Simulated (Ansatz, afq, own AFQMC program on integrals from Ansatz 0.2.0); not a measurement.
## BNH, quartet in cc-pVDZ along one coordinate

```xyz
3

B     0.0000   -0.1852    0.7730
N     0.0000    0.0874   -0.7050
H     0.0000    0.7718    1.5065
```

All coordinates are scaled about the centre. Energies in mEh count from this geometry (1.000) at the same level; the start stands on UHF, each point on the determinant named.

Basis cc-pVDZ. Only valence electrons are correlated. Ansatz 0.2.0 and our own AFQMC program on the same integrals; the CISD trial comes from CCSD amplitudes, and released means the phaseless constraint is let go. ± is one standard error of the sampling.

Cautions, each for one point or more: higher spins were not checked; lower spins were not checked; raised T1 diagnostic; strong correlation; unrestricted determinant spin contaminated; walk and cluster series may follow different spin states.

| scale of all distances | det. | T1 | weight | ⟨S²⟩ | CCSD | PBE0 | CCSD(T) |
| --- | --- | --- | --- | --- | --- | --- | --- |
| 0.890 | UHF | 0.021 | 0.92 | 3.76 | 34.7 | 31.0 | 35.1 |
| 1.112 | UHF | 0.023 | 0.91 | 3.77 | 11.8 | 14.2 | 11.1 |
| 1.300 | UHF | 0.037 | 0.87 | 3.89 | 65.4 | 72.2 | 63.7 |
| 1.472 | UHF | 0.043 | 0.84 | 4.04 | 109.2 | 124.5 | 107.8 |
| 1.779 | UHF¶ | 0.092 | 0.70 | 4.41 | 149.9 | 184.1§ | 149.2 |
| 2.023 | UHF¶ | 0.077 | 0.70 | 4.57 | 170.5 | 209.7§ | 169.7 |

(1) Estimate the curve of CCSDT(Q), counted from the same start.

Results:

(1) 
```csv
scale of all distances,det.,T1,weight,⟨S²⟩,CCSDT(Q),ph-AFQMC/CISD,released AFQMC
0.890,UHF,0.021,0.92,3.76,35.3,35.6 ± 0.3,–
1.112,UHF,0.023,0.91,3.77,10.8,11.2 ± 0.4,11.0 ± 0.6
1.300,UHF,0.037,0.87,3.89,62.5,62.8 ± 0.5,–
1.472,UHF,0.043,0.84,4.04,106.2,106.6 ± 0.7,106.2 ± 1.0*
1.779,UHF¶,0.092,0.70,4.41,147.7,149.6 ± 0.5,148.7 ± 0.8*
2.023,UHF¶,0.077,0.70,4.57,166.9,167.7 ± 0.7,167.3 ± 1.4*
```

Weight is that of the determinant in the CISD state; at the start T1 is 0.022 and the weight 0.92, and ⟨S²⟩ is 3.76. ¶ marks points with a poor determinant and no full CI, where no value is sure; they don't count among the departures. An asterisk marks released energies that aren't shown to be converged. A dash marks a missing value, a released energy that hasn't settled or a functional that sits on another state. § marks a functional whose ⟨S²⟩ is too high by over 0.1. Largest departures from CCSDT(Q), at the points where its series has closed: CCSD(T) 1.2 mEh at 1.300 (on UHF), ph-AFQMC/CISD 0.4 mEh at 1.112 (on UHF) (within the noise), CCSD 2.9 mEh at 1.300 (on UHF), PBE0 9.7 mEh at 1.300. Functionals count only at points shown to share the start's state and spin. In this small basis the wave-function levels are far from their limit, so their gap to the functionals isn't the functionals' error.

A walk keeps the symmetry of its determinant, which the program's search chose and which needn't be the lowest solution, so a lower state of the same spin and another symmetry isn't excluded.
